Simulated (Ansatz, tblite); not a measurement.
# The cluster Sn2H2−: a ladder of methods and basis sets

How do method and basis change the picture of the cluster Sn2H2− (doublet)?

Program: Ansatz 0.2.0, Gaussian basis. Level of theory: as each input shows. These are calculated values, not measurements.

The runs, in order: GFN1-xTB, GFN2-xTB, PBE-D4/def2-TZVPD, r2SCAN-D4/def2-TZVPD, HSE06-D4/def2-TZVPD, CAM-B3LYP-D4/def2-TZVPD, B3LYP-D4/def2-TZVPD, ωB97M-V/def2-TZVPD, BHLYP-D4/def2-TZVPD, PBE+5HF/def2-TZVPD, PBE+10HF/def2-TZVPD, PBE+15HF/def2-TZVPD, PBE+35HF/def2-TZVPD, PBE+50HF/def2-TZVPD, PBE-D4/def2-SVPD, PBE0-D4/def2-SVPD, CCSD(T)/def2-TZVPPD, MP2/def2-TZVPD, RPA/def2-TZVPD.

2 further runs of the same task are left out: 2 set aside as unsound or not needed. Runs told in other sessions of the task aren't counted.

## Step 1: The geometry

The doublet was relaxed beforehand with PBE-D4/def2-TZVPD. At that level it is the lowest of the isomers that a small search found.

4 atoms, charge -1, spin multiplicity 2.

Bond lengths: Sn1–Sn2 2.816 Å, Sn1–H4 1.814 Å, Sn2–H3 1.814 Å. Angles: Sn2–Sn1–H4 96.2°, Sn1–Sn2–H3 96.2°.

Sn takes a core potential in the def2 sets. No spin-orbit coupling is included. The ion is computed in the gas phase, without counter-ions or solvent.

PBE0-D4/def2-TZVPD was run before; its log isn't repeated, and its numbers join the tables.

## Step 2: GFN1-xTB

Tight binding, by tblite at 300 K electronic temperature and without a spin-polarisation term:

```python
tblite.interface.Calculator('GFN1-xTB', numbers, positions, charge=-1, uhf=1).singlepoint()
```

Energy -169.2671 eV; 0.002 s.

## Step 3: GFN2-xTB

Tight binding, by tblite at 300 K electronic temperature and without a spin-polarisation term:

```python
tblite.interface.Calculator('GFN2-xTB', numbers, positions, charge=-1, uhf=1).singlepoint()
```

Energy -147.5726 eV; 0.001 s.

## Step 4: PBE-D4/def2-TZVPD

start.molden holds the orbitals of an earlier run on this state, given as this run's starting guess.

in.yaml

```yaml
crystal:
  periodic: [false, false, false]
  atoms:
    - {symbol: Sn, position_ang: [-0.157382, -1.390758, -0.228135]}
    - {symbol: Sn, position_ang: [-0.168495, 1.399801, 0.152121]}
    - {symbol: H, position_ang: [-0.248431, 1.351171, 1.963940]}
    - {symbol: H, position_ang: [0.574308, -1.360214, -1.887925]}
basis:
  gaussian: {orbitals: def2-TZVPD, initial_orbitals: start.molden}
total_charge: -1
magnetization: {spin_polarized: true, initial_magnetization: 1}
hamiltonian: {xc: pbe, dispersion: d4}
scf: {omitted_lower_state_checks: [starts]}
output: {forces: true, orbitals: {seedname: orbitals}}
```

Launch:

```bash
$ ansatz run in.yaml --threads 4 --pin off --events-out ev --progress --plain --max-ram 3916MiB
```

After this run come: r2SCAN-D4/def2-TZVPD; HSE06-D4/def2-TZVPD; CAM-B3LYP-D4/def2-TZVPD; B3LYP-D4/def2-TZVPD; ωB97M-V/def2-TZVPD; BHLYP-D4/def2-TZVPD; PBE+5HF/def2-TZVPD; PBE+10HF/def2-TZVPD; PBE+15HF/def2-TZVPD; PBE+35HF/def2-TZVPD; PBE+50HF/def2-TZVPD; PBE-D4/def2-SVPD; PBE0-D4/def2-SVPD; CCSD(T)/def2-TZVPPD; MP2/def2-TZVPD; RPA/def2-TZVPD.

**Question.** What will the summary of the whole plan be? Wanted: gap in def2-TZVPD, named functionals, smallest and largest; gap over the share of exact exchange; correlation energy, CCSD(T)/def2-TZVPPD; correlation energy, MP2/def2-TZVPD; ⟨S²⟩ in def2-TZVPD, named functionals, smallest and largest; PBE0 total energy, smallest basis above largest.

As calculated:

```
                                                   quantity                                value
 gap in def2-TZVPD, named functionals, smallest and largest  0.34 eV (PBE-D4), 4.91 eV (ωB97M-V)
                       gap over the share of exact exchange         0.34 eV at 0, 3.21 eV at 0.5
                    correlation energy, CCSD(T)/def2-TZVPPD                            -17.81 eV
                         correlation energy, MP2/def2-TZVPD                            -16.73 eV
⟨S²⟩ in def2-TZVPD, named functionals, smallest and largest                         0.756, 0.769
            PBE0 total energy, smallest basis above largest      0.38 eV (def2-SVPD, def2-TZVPD)
```

**Reading.** Orbital gaps of the named functionals in def2-TZVPD span 0.34 eV (PBE-D4) to 4.91 eV (ωB97M-V); exact exchange widens it. Raising the share of exact exchange from 0 to 0.5 moves the HOMO by -1.45 eV and the LUMO by +1.42 eV. Over the named functionals in def2-TZVPD spin contamination reaches 0.02 (r2SCAN-D4), which is small. PBE-D4, r2SCAN-D4 put the HOMO above zero; others here keep it below zero, so the sign hangs on the functional's self-interaction and doesn't show that the species is unbound. Notes on CCSD(T)/def2-TZVPPD: large T1 diagnostic, spin contamination.
